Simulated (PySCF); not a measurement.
Problem. Write Cartesian coordinates for `CCCOC` as optimised with GFN2-xTB.

Solution. 
```xyz
15
C4H10O angstrom
C     -2.2706    0.0123    0.4112
C     -1.0750   -0.4824   -0.3917
C      0.2264    0.1285    0.1135
O      1.2957   -0.3587   -0.6653
C      2.5382    0.1527   -0.2665
H     -3.1886   -0.4346    0.0384
H     -2.3593    1.0941    0.3372
H     -2.1614   -0.2505    1.4613
H     -1.1940   -0.2225   -1.4444
H     -0.9974   -1.5685   -0.3246
H      0.3828   -0.1347    1.1728
H      0.1819    1.2283    0.0452
H      3.2844   -0.2853   -0.9259
H      2.7656   -0.1175    0.7732
H      2.5670    1.2468   -0.3564
```

Orientation and origin are arbitrary. Atoms count from 1 in this order. The 5 heavy atoms lie in one plane (0.001 Å rms). Of the pairs four or more bonds apart, H11···H14 is among the closest relative to their van der Waals radii: 2.42 Å, 101 % of the sum of Bondi's values.

Bonds between heavy atoms (Å): C1–C2 1.523, C2–C3 1.524, C3–O4 1.410, O4–C5 1.402.

Structure optimised with GFN2-xTB, isolated species.

Point group: Cs (tolerance 0.08 Å). GFN2-xTB frequencies: not computed here. One conformer, not necessarily the lowest (C1–C2–C3–O4 180°, C2–C3–O4–C5 180°).
